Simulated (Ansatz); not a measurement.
**C₃H₇Cl: basis-set convergence**

Aim: see how fast density functionals converge with the basis set for C₃H₇Cl.

Computed with Ansatz 0.2.0, Gaussian basis. Level: one geometry, several basis sets.

Levels to be run: PBE0-D4/def2-SVP; ωB97M-V/def2-SVP; PBE0-D4/def2-QZVPP; ωB97M-V/def2-QZVPP; the functionals' def2-TZVPP values are taken from earlier runs.

## 1. Structure used throughout

An earlier PBE0-D4 in a triple-zeta def2 set relaxation fixed the geometry.

SMILES `CCCCl`, 11 atoms, charge 0, spin multiplicity 1.

Atoms are counted from 1 here; the program's logs count them from 0.

Bond lengths: C1–C2 1.517 Å, C1–H5 1.091 Å, C1–H6 1.092 Å, C1–H7 1.094 Å, C2–C3 1.511 Å, C2–H8 1.094 Å, C2–H9 1.097 Å, C3–Cl4 1.790 Å, C3–H10 1.089 Å, C3–H11 1.091 Å. Angles: C2–C1–H5 111.0°, C2–C1–H6 111.0°, C2–C1–H7 111.1°, H5–C1–H6 108.0°, H5–C1–H7 107.8°, H6–C1–H7 107.8°, C1–C2–C3 114.0°, C1–C2–H8 110.4°, C1–C2–H9 109.9°, C3–C2–H8 109.0°, C3–C2–H9 106.7°, H8–C2–H9 106.5°, C2–C3–Cl4 112.2°, C2–C3–H10 111.6°, C2–C3–H11 111.6°, Cl4–C3–H10 106.1°, Cl4–C3–H11 106.2°, H10–C3–H11 108.9°.

## 2. PBE0-D4 in def2-SVP

in.yaml reads:

```yaml
crystal:
  periodic: [false, false, false]
  atoms:
    - {symbol: C, position_ang: [-0.811366, 1.003974, 0.042623]}
    - {symbol: C, position_ang: [-0.136306, -0.246827, 0.573601]}
    - {symbol: C, position_ang: [0.973151, -0.768084, -0.310508]}
    - {symbol: Cl, position_ang: [0.367723, -1.319749, -1.901777]}
    - {symbol: H, position_ang: [-1.275777, 0.816045, -0.927035]}
    - {symbol: H, position_ang: [-1.587956, 1.349320, 0.727738]}
    - {symbol: H, position_ang: [-0.090532, 1.816733, -0.083207]}
    - {symbol: H, position_ang: [-0.872074, -1.041799, 0.726571]}
    - {symbol: H, position_ang: [0.310934, -0.042504, 1.553995]}
    - {symbol: H, position_ang: [1.471519, -1.627163, 0.136704]}
    - {symbol: H, position_ang: [1.715982, 0.003155, -0.518106]}
basis:
  gaussian: {orbitals: def2-SVP}
hamiltonian: {xc: pbe0, dispersion: d4}
output: {orbitals: {seedname: orbitals}}
```

The run is started by

```
$ ansatz run in.yaml --threads 2 --pin off --events-out ev --progress --plain --max-ram 4352MiB
```

Further steps of the session: ωB97M-V in def2-SVP; PBE0-D4 in def2-QZVPP; ωB97M-V in def2-QZVPP.

Before running them: what should the planned runs give, taken together? Wanted: PBE0-D4: double and triple zeta above quadruple; ωB97M-V: double and triple zeta above quadruple.

The runs gave:

| quantity | value |
| --- | --- |
| PBE0-D4: double and triple zeta above quadruple | 8.43, 0.56 eV |
| ωB97M-V: double and triple zeta above quadruple | 8.61, 0.54 eV |

In words: PBE0-D4 gains 7.87 eV from double to triple zeta, then 0.56 eV more. Total energies overstate the basis error of differences, where much of it tends to cancel. The LUMO of ωB97M-V is positive and keeps falling with the basis (3.35 to 1.87 eV): an unbound level that the basis holds in place.
